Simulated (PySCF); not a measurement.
H2Si, SMILES [SiH2] (connectivity only; charge and spin as stated), charge +1, multiplicity 2.

The structure is a stationary point at PBE0-D3(BJ)/def2-TZVPD. The isomer is the one that the SMILES or the coordinates give; other isomers of the formula were not compared.

These are TDA-LC-ωPBE/def2-TZVPD (PySCF) values and carry that method's errors.

Vertical excitations. Isolated molecule, no solvent.

Problem. Estimate the UV-visible absorptions. (Estimate from the structure and the level; the computed values follow.)

Solution. 
```csv
state,energy (eV),λ (nm),f,main pairs
root 1,2.06,601,0.007,α HOMO→LUMO 99 %
root 2,4.93,251,0.000,"α HOMO−1→LUMO 52 %, β HOMO→LUMO+1 46 %"
root 3,5.08,244,0.009,β HOMO→LUMO 96 %
root 4,5.77,215,0.000,"α HOMO−1→LUMO 46 %, β HOMO→LUMO+1 53 %"
root 5,7.17,173,0.003,α HOMO→LUMO+1 93 %
root 6,7.63,162,0.110,"α HOMO→LUMO+2 89 %, β HOMO→LUMO+2 5 %"
root 7,8.52,146,0.000,"α HOMO−2→LUMO 31 %, α HOMO→LUMO+6 6 %, β HOMO−1→LUMO+1 53 %"
root 8,8.87,140,0.017,"α HOMO−1→LUMO+2 16 %, α HOMO→LUMO+4 10 %, β HOMO−1→LUMO 61 %"
root 9,9.03,137,0.004,"α HOMO−1→LUMO+1 43 %, β HOMO→LUMO+2 44 %"
root 10,9.83,126,0.180,α HOMO→LUMO+3 90 %
```
Unrestricted roots are not spin-pure.
